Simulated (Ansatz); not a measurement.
CH5NSi (`N=C[SiH3]`), relaxed with RKS PBE-D4/def2-SVP in the Gaussian-basis code of Ansatz from a rough embedded geometry. The force threshold is 0.03 eV/Å; the program also tests the step.

Total charge 0; spin multiplicity 1.

Start:

```xyz
8

N    -1.282    1.088    0.373
C    -0.606    0.053    0.515
Si    0.843   -0.245   -0.590
H    -2.063    1.031    1.088
H    -0.809   -0.695    1.315
H     0.464   -0.428   -2.026
H     1.544   -1.565   -0.199
H     1.909    0.760   -0.475
```

Question: How much energy does the relaxation release, and in how many steps? (Estimate.)

Answer: The calculation gave: 19.04 kJ/mol, in 5 steps.

Question: Which bonds change most? (Best estimate.)

Answer: Computed: C2–Si3 from 1.846 to 1.912 Å; N1–C2 from 1.245 to 1.285 Å; Si3–H7 from 1.545 to 1.506 Å; Si3–H8 from 1.470 to 1.503 Å.

Question: Give the relaxed structure. (Best estimate.)

Answer: Ansatz gave: 
```xyz
8

N    -1.277    1.080    0.373
C    -0.599    0.004    0.552
Si    0.898   -0.304   -0.598
H    -2.064    1.136    1.049
H    -0.844   -0.756    1.339
H     0.429   -0.406   -2.023
H     1.584   -1.588   -0.213
H     1.873    0.834   -0.479
```
